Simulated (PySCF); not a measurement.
**Solvent effects on NMR parameters**

Structure with atom numbers: `[CH3:1][S:2][CH2:3][P:4]([CH3:5])[CH3:6]` (H(Xn): hydrogen on atom n).

GIAO PBE0/pcSseg-1 in PySCF 2.14 on one PBE0-D3(BJ)/def2-SVP conformer, non-relativistic, equivalent nuclei averaged. Solvents enter as an IEF-PCM continuum (chloroform with ε = 4.7, methanol with ε = 32.6) around the gas-phase geometry. Shifts are referred to TMS, CS2 computed in the same medium.

Gas phase, δ in ppm: C3 41.1, C1 19.2, C5/C6 15.9, S2 -83.9, H(C3) 2.02, H(C1) 1.98, H(C5)/H(C6) 0.96. Dipole moment 1.34 D.

(1) How does each δ change in the continuum?

(2) Which of the listed nuclei move most (in ppm), and what does the model miss?

Answers

(1) 
```tsv
atoms	environment	Δδ, chloroform	Δδ, methanol
C3	sp3 CH2 bonded to P and S	-0.4	-0.6
C1	methyl carbon bonded to S	+0.1	+0.2
C5/C6	methyl carbon bonded to P	-0.2	-0.3
S2	sulfide sulfur	-10.2	-14.2
H(C3)	hydrogen on an sp3 CH2 bonded to P and S	+0.18	+0.26
H(C1)	hydrogen on a methyl carbon bonded to S	+0.07	+0.09
H(C5)/H(C6)	hydrogen on a methyl carbon bonded to P	+0.06	+0.08
```

Changes are relative to the gas phase. The dipole moment becomes 1.76 D in chloroform, 1.97 D in methanol.

(2) S2 (sulfide sulfur, -14.2 ppm) in methanol. A continuum only polarises the solute; specific hydrogen bonds, the anisotropy of aromatic solvents and changes of geometry or conformer are outside it.
